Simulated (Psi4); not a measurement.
**UPBE/6-31G(d) (spherical functions, sweep point 6) run of AlNH3O (SMILES [NH2][Al][OH])**

Aim: the vertical ionisation energy of AlNH3O at UPBE/6-31G* (spherical functions, sweep point 6), from 2 runs. 

The results are computed with Psi4 1.11.

4 further runs of the same task are left out: 4 set aside as unsound or not needed.

### Step 1. The system as given

The species is AlNH3O (6 atoms), meant as a doublet with charge 0. SMILES: `[NH2][Al][OH]`. The coordinates come from a PBE0-D4/def2-TZVP relaxation. This is one conformer, not always the lowest.

Bond lengths: N1–Al2 1.769 Å, Al2–O3 1.705 Å, N1–H4 1.009 Å, N1–H5 1.006 Å, O3–H6 0.956 Å. Angles: N1–Al2–O3 116.1°, Al2–N1–H4 124.1°, Al2–N1–H5 125.0°, Al2–O3–H6 122.8°, H4–N1–H5 110.9°.

### Step 2. A single-point energy at UPBE/6-31G(d) (spherical functions, sweep point 6)

input.dat

```
memory 1600 mb

molecule molecule1 {
  0 2
  N     -1.74591797     0.45391222    -1.43770364
  Al     1.12476499     1.13629232     0.13360364
  O      2.25652197    -1.16879561     2.08096641
  H     -2.71043418    -1.17843321    -1.24192801
  H     -2.63560103     1.62818803    -2.63956945
  H      3.79022369    -0.99229519     3.01751468
  units au
  symmetry c1
}

set basis 6-31G*
set reference uks
set puream true
set scf_type pk
set dft_radial_points 99
set dft_spherical_points 590
set maxiter 150

E, wfn = energy("pbe", return_wfn=True)
```

On the command line:

```
$ psi4 -i input.dat -o output.dat -n 1
```

output.dat:

```text
[...]
  Running in c1 symmetry.
[...]
  Nuclear repulsion =   93.731213377113235
[...]
  Multiplicity = 2
[...]
  Nalpha       = 16
  Nbeta        = 15
[...]
    Number of basis functions: 52
[...]
   @UKS iter   1:  -373.32523272778144    3.59566e-02   2.29863e-02 ADIIS/DIIS
[...]
   @UKS iter  10:  -373.93413607378199   -6.10061e-09   4.78681e-07 DIIS
[...]
   @S^2 Observed:                7.522145570E-01
[...]
    Orbital Energies [Eh]
    ---------------------
    Alpha Occupied:
       1A    -55.368990     2A    -18.742883     3A    -13.960958
       4A     -3.919790     5A     -2.524808     6A     -2.523519
       7A     -2.519304     8A     -0.877055     9A     -0.743063
      10A     -0.442012    11A     -0.421406    12A     -0.356624
      13A     -0.288645    14A     -0.259326    15A     -0.204137
      16A     -0.162681
    Alpha Virtual:
      17A     -0.024261    18A      0.010075    19A      0.027733
      20A      0.099497    21A      0.127751    22A      0.142819
      23A      0.153125    24A      0.171240    25A      0.275304
[...]
  @UKS Final Energy:  -373.93413607378199
   => Energetics <=
    Nuclear Repulsion Energy =             93.7312133771132352
    One-Electron Energy =                -703.9667645490401355
    Two-Electron Energy =                 271.3654684643345263
    DFT Exchange-Correlation Energy =     -35.0640533661896256
    Empirical Dispersion Energy =           0.0000000000000000
    VV10 Nonlocal Energy =                  0.0000000000000000
    Total Energy =                       -373.9341360737819855
[...]
 Multipole Moments:
 ------------------------------------------------------------------------------------
     Multipole            Electronic (a.u.)      Nuclear  (a.u.)        Total (a.u.)
 ------------------------------------------------------------------------------------
 L = 1.  Multiply by 2.5417464519 to convert [e a0] to [Debye]
 Dipole X            :          1.9817556           -1.9880953           -0.0063396
 Dipole Y            :          1.3076786           -1.1262401            0.1814385
 Dipole Z            :          0.6531827           -0.7510462           -0.0978635
 Magnitude           :                                                    0.2062459
[...]
```

Wall time 6.9 s (1 thread of AMD EPYC 9R45 (Zen 5), shared host); peak memory 0.67 GiB.

### Step 3. The singlet cation

alh3no.dat

```
memory 1600 mb

molecule {
  1 1
  N     -1.74591797     0.45391222    -1.43770364
  Al     1.12476499     1.13629232     0.13360364
  O      2.25652197    -1.16879561     2.08096641
  H     -2.71043418    -1.17843321    -1.24192801
  H     -2.63560103     1.62818803    -2.63956945
  H      3.79022369    -0.99229519     3.01751468
  units au
  symmetry c1
}

set {
  basis 6-31G*
  puream true
  scf_type pk
  dft_radial_points 99
  dft_spherical_points 590
}

result, w = energy("pbe", return_wfn=True)
```

On the command line:

```
$ psi4 alh3no.dat alh3no.out -n 1
```

alh3no.out:

```text
[...]
  Running in c1 symmetry.
[...]
  Nuclear repulsion =   93.731213377113235
[...]
  Multiplicity = 1
[...]
  Nalpha       = 15
  Nbeta        = 15
[...]
    Number of basis functions: 52
[...]
   @RKS iter   1:  -373.06964061776551    2.91549e-01   2.20414e-02 DIIS/ADIIS
[...]
   @RKS iter  10:  -373.65102135248225   -2.82500e-09   3.33430e-07 DIIS
[...]
    Orbital Energies [Eh]
    ---------------------
    Doubly Occupied:
       1A    -55.690575     2A    -19.001540     3A    -14.194469
       4A     -4.233843     5A     -2.839485     6A     -2.837417
       7A     -2.831276     8A     -1.123103     9A     -0.964677
      10A     -0.681942    11A     -0.638902    12A     -0.591517
      13A     -0.534413    14A     -0.499168    15A     -0.428671
[...]
  @RKS Final Energy:  -373.65102135248225
   => Energetics <=
    Nuclear Repulsion Energy =             93.7312133771132352
    One-Electron Energy =                -695.8408166365852594
    Two-Electron Energy =                 263.2217357700907314
    DFT Exchange-Correlation Energy =     -34.7631538631009533
    Empirical Dispersion Energy =           0.0000000000000000
    VV10 Nonlocal Energy =                  0.0000000000000000
    Total Energy =                       -373.6510213524822461
[...]
 Multipole Moments:
 ------------------------------------------------------------------------------------
     Multipole            Electronic (a.u.)      Nuclear  (a.u.)        Total (a.u.)
 ------------------------------------------------------------------------------------
 L = 1.  Multiply by 2.5417464519 to convert [e a0] to [Debye]
 Dipole X            :          2.6385968           -1.9880953            0.6505016
 Dipole Y            :          2.5382895           -1.1262401            1.4120495
 Dipole Z            :          0.4584582           -0.7510462           -0.2925880
 Magnitude           :                                                    1.5819746
[...]
```

Run time: 5.1 s. Hardware: 1 thread of AMD EPYC 9R45 (Zen 5), shared host; peak memory 0.67 GiB.

### Step 4. Summary of results

At UPBE/6-31G* (spherical functions, sweep point 6):

```
                                          quantity          value
                      doublet AlNH3O: total energy  -373.93414 Eh
                     doublet AlNH3O: dipole moment         0.52 D
doublet AlNH3O: HOMO energy (highest over α and β)       -4.43 eV
 doublet AlNH3O: LUMO energy (lowest over α and β)       -2.86 eV
                              doublet AlNH3O: ⟨S²⟩          0.752
                      singlet cation: total energy  -373.65102 Eh
                       singlet cation: HOMO energy      -11.66 eV
                       singlet cation: LUMO energy      -10.75 eV
                     singlet cation: HOMO–LUMO gap        0.92 eV
vertical ionisation energy (to the singlet cation)       7.704 eV
```

**Reading.** Removing an electron at fixed nuclei costs 7.70 eV (178 kcal/mol). Only the singlet of the ionised species was computed; a triplet could lie lower.
